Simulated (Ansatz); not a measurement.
Input file:

```yaml
crystal:
  periodic: [false, false, false]
  atoms:
    - {symbol: O, position_ang: [0.000000, -0.058697, -0.008638]}
    - {symbol: H, position_ang: [0.000000, 0.406689, -0.615796]}
    - {symbol: H, position_ang: [0.000000, 0.525031, 0.752912]}
basis:
  gaussian: {orbitals: cc-pVTZ}
correlation: {method: fic_mrcisd_q, electrons: outside_noble_gas, active_space: {window: {electrons: 8, orbitals: 6}, shells: [{species: H, l: s, shell: 1}, {species: O, l: s, shell: 2}, {species: O, l: p, shell: 2}]}}
```

```sh
$ ansatz run in.yaml --threads 1 --pin off --events-out ev --progress --plain --max-ram 2393MiB
```

Log:

```
712 factors; integrals over basis functions are off by at most 1.7e-7 eV
mean field evaluation 1: about -2066.2613 eV, gradient 3.5e1 eV
mean field evaluation 2: about -2066.2611 eV, gradient 3.5e1 eV
mean field evaluation 4: about -2068.1683 eV, gradient 1.4e0 eV
mean field evaluation 8: about -2068.1751 eV, gradient 6.2e-4 eV
mean field -2068.17511538 eV, -76.0040336306 hartree, gradient 2.2e-6 eV, S^2 0.000000; 0 other end points of the search recorded, 0 dependent functions left out
reference -2068.17511538 eV, -76.0040336306 hartree; 5, 5 occupied and 53, 53 virtual orbitals, 712 factors
state -2069.42144723 eV, -76.0498354816 hartree
contracted CI cycle   1: correlation 0.00000000 eV, 0.0000000000 hartree, residual 3.23e1 eV
contracted CI cycle   2: correlation -5.52950430 eV, -0.2032055349 hartree, residual 6.27e0 eV
contracted CI cycle   3: correlation -5.75897186 eV, -0.2116383122 hartree, residual 1.41e0 eV
contracted CI cycle   4: correlation -5.77115445 eV, -0.2120860143 hartree, residual 3.70e-1 eV
contracted CI cycle   5: correlation -5.77207570 eV, -0.2121198695 hartree, residual 1.03e-1 eV
contracted CI cycle   6: correlation -5.77213839 eV, -0.2121221735 hartree, residual 2.65e-2 eV
contracted CI cycle   7: correlation -5.77214242 eV, -0.2121223215 hartree, residual 6.50e-3 eV
contracted CI cycle   8: correlation -5.77214268 eV, -0.2121223310 hartree, residual 1.46e-3 eV
contracted CI cycle   9: correlation -5.77214269 eV, -0.2121223315 hartree, residual 3.46e-4 eV
state -2069.42144723 eV, -76.0498354816 hartree; corrected -2075.44632631 eV, -76.2712457040 hartree
Total energy: -2075.44632631 eV, -76.2712457040 hartree
Checks for a lower state left out: starts, orbital_swaps
```

For the same geometry and basis RCCSDT(Q) lies 45.2 meV lower.

Ran on 1 thread of Arm Neoverse V2, shared host: 1.3 s wall, 0.15 GiB peak host memory.
